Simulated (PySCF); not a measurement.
Delta-SCF ions had no search for a lower state. 

CH4, SMILES `C` (charge 0, multiplicity 1)

These are PBE-D3(BJ)/def2-TZVP // PBE-D3(BJ)/def2-SVP in PySCF values and carry that method's errors.

| Item | Result |
|---|---|
| HOMO | -9.38 eV |
| dipole moment | 0.00 D |
| LUMO | 0.86 eV |
| HOMO–LUMO gap | 10.23 eV |
| vertical ionisation energy (Delta-SCF) | 13.85 eV |
| total energy | -40.4641 Ha |
| cost | around 9 core-seconds (rough) |

Bonds (Å): C1–H2 1.106, C1–H3 1.106, C1–H4 1.106, C1–H5 1.106. Angles (°): H2–C1–H3 109.5, H2–C1–H4 109.5, H2–C1–H5 109.5, H3–C1–H4 109.5, H3–C1–H5 109.5, H4–C1–H5 109.5.
